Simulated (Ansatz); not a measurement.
Frontier orbitals of C2H2F2, SMILES `F/C=C\F`.

```xyz
6

F     0.6662    1.3191    0.9075
C     0.3547    0.5460   -0.1285
C    -0.3460   -0.5662   -0.0058
F    -0.7990   -1.0068    1.1641
H     0.7201    0.8982   -1.0839
H    -0.5959   -1.1902   -0.8535
```

Charge 0, multiplicity 1. Geometry: relaxed with PBE0-D4/def2-TZVP. Basis def2-TZVPP, the Gaussian-basis code of Ansatz.

```json
{"functional": "PBE", "HOMO (eV)": "-6.24", "LUMO (eV)": "-0.61", "gap (eV)": "5.63"}
{"functional": "PBE0", "HOMO (eV)": "-7.59", "LUMO (eV)": "0.42", "gap (eV)": "8.01"}
{"functional": "ωB97X-V", "HOMO (eV)": "-9.97", "LUMO (eV)": "2.75", "gap (eV)": "12.72"}
{"functional": "ωB97M-V", "HOMO (eV)": "-9.88", "LUMO (eV)": "2.62", "gap (eV)": "12.50"}
{"functional": "HF", "HOMO (eV)": "-10.60", "LUMO (eV)": "4.33", "gap (eV)": "14.93"}
```

(1) What is the vertical ionisation energy at frozen-core CCSD(T)/CBS(def2)? (An estimate is asked.)

Results:

(1) The calculation gave: 10.62 eV (T1 of the cation 0.023).

From PBE to PBE0 the HOMO moves by −1.35 eV and the LUMO by +1.03 eV, and with ωB97M-V by −3.64 and +3.23 eV, so the gap grows from 5.62 to 12.49 eV with exact exchange. A positive LUMO is unbound and depends on the basis. −ε(HOMO) differs from that ionisation energy by −4.38 eV with PBE and −0.74 eV with ωB97M-V.
